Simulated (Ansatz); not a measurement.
The same path of BClFH + H (5 atoms, charge 0, multiplicity 2) was run twice with different band settings. Lost on the way: B1–Cl2. Made: Cl2–H5.

Method: Ansatz, UHF/6-31G*.

Relaxed end points:

```xyz
5
Properties=species:S:1:pos:R:3
B 0.002 0.000 -0.358
Cl -0.010 0.000 1.397
H 1.021 0.000 -0.949
F -1.135 0.000 -0.994
H 0.009 0.000 5.538
```

```xyz
5
Properties=species:S:1:pos:R:3
B -0.045 0.000 -0.676
Cl -0.014 0.000 3.314
H 1.034 0.000 -1.189
F -1.130 0.000 -1.394
H 0.043 0.000 4.579
```

Common settings: movable images 5; climbing image yes; spring 5.0 eV/Å²; start path through a guess of the saddle point; force threshold 0.03 eV/Å; iteration limit 60; end points relaxed.

| run | optimiser |
| --- | --- |
| 1 | quadratic models (default) |
| 2 | lbfgs |

What does each run give, and how far can it be trusted?

Run 1: converged after 11 iterations, highest image 2.188 eV above the first end. Neighbouring images differ by up to 2.1 eV, so the band resolves the path poorly. A vibrational analysis at the climbing image gives one clearly imaginary mode, 1270i cm⁻¹: a first-order saddle point.
Run 2: converged after 29 iterations, highest image 2.188 eV above the first end. Neighbouring images differ by up to 2.1 eV, so the band resolves the path poorly. Another band between the same ends (5 images) ends at a top of the same energy, where a vibrational analysis finds 1 clearly imaginary mode.
